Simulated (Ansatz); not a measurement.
```yaml
crystal:
  periodic: [false, false, false]
  atoms:
    - {symbol: C, position_ang: [0.005934, -0.983386, -0.682568]}
    - {symbol: C, position_ang: [0.506502, -0.088138, 0.420748]}
    - {symbol: O, position_ang: [1.418119, -0.183333, 1.097838]}
    - {symbol: C, position_ang: [-0.230195, 1.262288, 0.537296]}
    - {symbol: Xx, position_ang: [-1.270919, 1.576438, -0.103134]}
    - {symbol: H, position_ang: [-1.055052, -1.225855, -0.441396]}
    - {symbol: H, position_ang: [0.580625, -1.842304, -0.695830]}
    - {symbol: H, position_ang: [0.005740, -0.486634, -1.650171]}
    - {symbol: H, position_ang: [0.153241, 1.868793, 1.399439]}
basis:
  gaussian: {orbitals: def2-TZVPD, fitting: {mean_field: def2-universal-jkfit}}
hamiltonian: {xc: {name: r2SCANh}}
output: {forces: true}
```

```sh
$ ansatz run in.yaml --threads 4 --pin off --events-out ev --progress --plain --max-ram 10444MiB
```

It prints (some lines left out):

```
Error: YAML parse error: error: line 8 column 16: `Xx` is not an element symbol (H … Og, case-exact)
 6 |     - {symbol: O, position_ang: [1.418119, -0.183333, 1.097838]}
 7 |     - {symbol: C, position_ang: [-0.230195, 1.262288, 0.537296]}
 8 |     - {symbol: Xx, position_ang: [-1.270919, 1.576438, -0.103134]}
 9 |     - {symbol: H, position_ang: [-1.055052, -1.225855, -0.441396]}
10 |     - {symbol: H, position_ang: [0.580625, -1.842304, -0.695830]}
```

(1) Something in this input is off. What?

Results:

(1) An element symbol is wrong. The program refused the input.
